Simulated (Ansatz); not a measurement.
A displaced shape of singlet NO₂(-):

```xyz
3

N     0.0191    0.0224   -0.4971
O    -0.0070    1.1057    0.2215
O    -0.0130   -1.0765    0.1540
```

It was optimised with PBE0/def2-SVP in Ansatz (development build ahead of 0.2.0) to forces under 0.001 eV/Å, with restricted orbitals. Each step stands on the lowest determinant of that kind that the program's search found.

Question: What shape does it relax to, and how does the optimisation go?

Answer:

```xyz
3

N     0.0183    0.0297   -0.4776
O    -0.0066    1.0717    0.2085
O    -0.0126   -1.0498    0.1475
```

Bond lengths: N1–O2 1.248 Å, N1–O3 1.248 Å. Angles: O2–N1–O3 116.5°.

```csv
step,E − E(start) (eV),largest force (eV/Å)
1,0.0000,2.6634
2,-0.1025,0.9585
3,-0.1144,0.1132
4,-0.1146,0.0108
5,-0.1146,0.0018
6,-0.1146,0.0000
```

The optimisation ended after 6 steps with its threshold met. Caution: no diffuse functions for an anion.
